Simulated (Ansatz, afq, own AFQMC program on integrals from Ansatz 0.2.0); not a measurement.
AlH$_{3}$, singlet: AFQMC among the cluster methods

```yaml
atoms:
  - { symbol: Al, position_ang: [0.0000, 0.0000, 0.0000] }
  - { symbol: H, position_ang: [2.7259, 0.0259, -0.0001] }
  - { symbol: H, position_ang: [-1.3854, 2.3478, -0.0048] }
  - { symbol: H, position_ang: [-1.3406, -2.3737, 0.0049] }
```

Basis cc-pVDZ. Noble-gas cores (and the filled d shells of Ga–Kr and In–Xe) are frozen. Integrals, coupled cluster, full CI and functionals: Ansatz 0.2.0; the random walks run on the same integrals in our own AFQMC program. The CISD trial takes its coefficients from CCSD amplitudes. Released means that phaseless walkers are propagated on without the constraint, phases kept. Uncertainties: one standard error, sampling alone.

Determinant: RHF, the one that the program's search chose, which needn't be the lowest solution. The geometry is a point of a scan.

Full CI on the same integrals is exact in this basis and with this determinant's frozen core.

Cautions: restricted determinant unstable towards unrestricted (UHF 2.55 eV lower, ⟨S²⟩ 1.56); strong correlation (T1 0.054, weight of the determinant 0.68, largest double 0.31); (T) is large, 7 % of the CCSD correlation; the released energies are still falling, so no released level is given (meV from the phaseless value at times in 1/Eh: -15 ± 8 at 0.24, -34 ± 7 at 0.51, -57 ± 6 at 0.99, -81 ± 7 at 1.62, -105 ± 5 at 2.40).

* T1 diagnostic: 0.0538
* weight of the determinant in the CISD state: 0.680
* size of the correlated space: 6 electrons in 28 orbitals

```csv
level,correlation energy (eV)
MP2,-2.9784
CCSD,-4.6783
CCSD(T),-5.0076
```

Estimate where phaseless AFQMC with a CISD trial lies against CCSD(T) on the same integrals.

8.7 ± 0.7 kJ/mol above CCSD(T).

Reference: full CI, correlation energy -5.132 eV. The cautions show a poor starting determinant, so the rows tell how each method copes with it here, and full CI is the sure value.

```csv
level,E − E(reference) (kJ/mol),share of correlation (%)
CCSD(T),12.0,97.58
CCSDT,2.7,99.46
CCSDT(Q),0.0,100.01
CCSDTQ,-0.3,100.05
ph-AFQMC/CISD,20.6 ± 0.7,95.84
```

CCSDT and higher add their correlation energy to the determinant of the CCSD(T) run, since their own runs factorise the integrals more tightly (a shift of under 2 meV). A walk keeps the symmetry of its determinant, which the program's search chose and which needn't be the lowest solution, so a lower state of the same spin and another symmetry isn't excluded.
